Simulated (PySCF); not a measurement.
Input of a run (PBE0-D3(BJ)/def2-TZVP geometry optimisation, gas phase (PySCF 2.14.0)), started from GFN2-xTB:
```
{"job": {"xc": "PBE0", "basis": "def2-TZVP", "d3": "d3bj", "grid": 2, "shake": 0.01, "kind": "geom"}, "charge": 0, "multiplicity": 1}
C      1.720520     0.181550    -0.649470
C      0.684860    -0.189460     0.113520
C     -0.708120     0.184150    -0.127960
C     -1.664960    -0.204200     0.645220
H      1.538400     0.831160    -1.523670
H      2.713250    -0.079790    -0.458670
H      0.882210    -0.820080     0.974650
H     -0.854510     0.825830    -0.982780
H     -2.717340     0.089970     0.469530
H     -1.543880    -0.840050     1.518570
```

Output (energies in Eh, forces in Eh/bohr):
```
step   0  E = -155.84896105  max force = 0.063696
step   1  E = -155.85300660  max force = 0.008521
step   2  E = -155.85354226  max force = 0.002085
step   3  E = -155.85365413  max force = 0.002914
step   4  E = -155.85379119  max force = 0.001947
step   5  E = -155.85377236  max force = 0.002595
step   6  E = -155.85382836  max force = 0.000231
step   7  E = -155.85383025  max force = 0.000325
optimisation converged
```

Task: Summarise the run.

Result: The energy falls by 3.1 kcal/mol over 8 energy and gradient evaluations, the largest force component goes from 0.0637 to 3.2e-04 Eh/bohr, and the atoms move by 0.022 Å rms after alignment. The bond that changes most is C3=C4 (alkene CH carbon to terminal =CH2 carbon), which lengthens by 0.042 Å. Bonds longer at the end by more than 0.005 Å: 3 of 9; shorter: 4. Among the angles that change most is H9–C4–H10, from 112.9° to 117.2°. The energy rose by more than 1e-6 Eh at step 5. The first step brought 83 % of the lowering.

Task: What are the final bond lengths?

Result: C1=C2 1.332 Å, C2–C3 1.449 Å, C3=C4 1.332 Å, C1–H5 1.085 Å, C1–H6 1.083 Å, C2–H7 1.088 Å, C3–H8 1.088 Å, C4–H9 1.083 Å, C4–H10 1.085 Å. Numbering counts from 1 in the input's order; the species is `C=CC=C`.

The run used 160 basis functions and 58 SCF cycles in all. Time: 57 s wall; peak memory 0.68 GiB. Hardware: Arm Neoverse V2, one thread, on a shared host.

No PBE0-D3(BJ)/def2-TZVP frequencies stand behind this structure, so it isn't proved a minimum. The numbers are those of one conformer.

Shape of the structure used: `[CH2:1]=[CH:2][CH:3]=[CH2:4]`: C1–C2–C3–C4 180°.
